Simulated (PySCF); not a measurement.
Compound: acetylethylenimine, C4H7NO.
Atom-mapped SMILES: `[CH3:1][C:2](=[O:3])[N:4]1[CH2:5][CH2:6]1` (hydrogens: H7, H8, H9 on C1; H10, H11 on C5; H12, H13 on C6)

The calculation used PBE0-D3(BJ)/def2-SVP geometry optimisation, gas phase in PySCF 2.14.0.

**Question.** List the bond lengths, angles and torsions at this level.

**Answer.** 
```
                   bond  length (Å)   order
                  C1–C2       1.507  single
                  C2=O3       1.208  double
                  C2–N4       1.388  single
                  N4–C5       1.426  single
                  C5–C6       1.496  single
                  N4–C6       1.436  single
    C1–H7, C1–H8, C1–H9       1.099  single
C5–H10 and 3 like bonds       1.096  single
```

Bonds in one row agree within 0.01 Å and their mean is given. Orders are formal, as drawn. A selection of angles:
```
     angle  degrees
  C2–C1–H7    111.4
  C2–C1–H8    109.4
  H7–C1–H8    107.8
  H7–C1–H9    110.6
  C1–C2–O3    123.8
  C1–C2–N4    114.1
  O3–C2–N4    122.1
  C2–N4–C5    124.1
  C2–N4–C6    126.5
  C5–N4–C6     63.0
  N4–C5–C6     58.8
 N4–C5–H10    116.9
 N4–C5–H11    116.3
 C6–C5–H10    118.1
 C6–C5–H11    119.8
H10–C5–H11    115.1
  N4–C6–C5     58.2
```

Torsions: C1–C2–N4–C5 144° (anticlinal); C2–N4–C5–C6 -117° (anticlinal); C2–N4–C6–C5 114° (anticlinal). The mirror-image conformer, all signs reversed, is as good.

N4 (amide nitrogen) is pyramidal (angles 126.5°, 124.1° and 63.0°, sum 313.7°, 0.52 Å off the plane of its three neighbours). The C–N distances run from 1.388 Å (C2–N4, drawn single) to 1.436 Å (N4–C6, drawn single), a spread of 0.048 Å. Of the pairs four or more bonds apart, O3···H10 is among the closest relative to their van der Waals radii: 2.78 Å, 102 % of the sum of Bondi's values. The 3-membered ring N4–C5–C6 has internal angles of 58.2° to 63.0°.

Point group: C1 (no symmetry element, even within 0.4 Å). PBE0-D3(BJ)/def2-SVP frequencies: not computed here. One conformer, not necessarily the lowest.

Cost: about 40 s of CPU time on one thread; the machine was shared, so the figure is rough. This is the geometry optimisation.
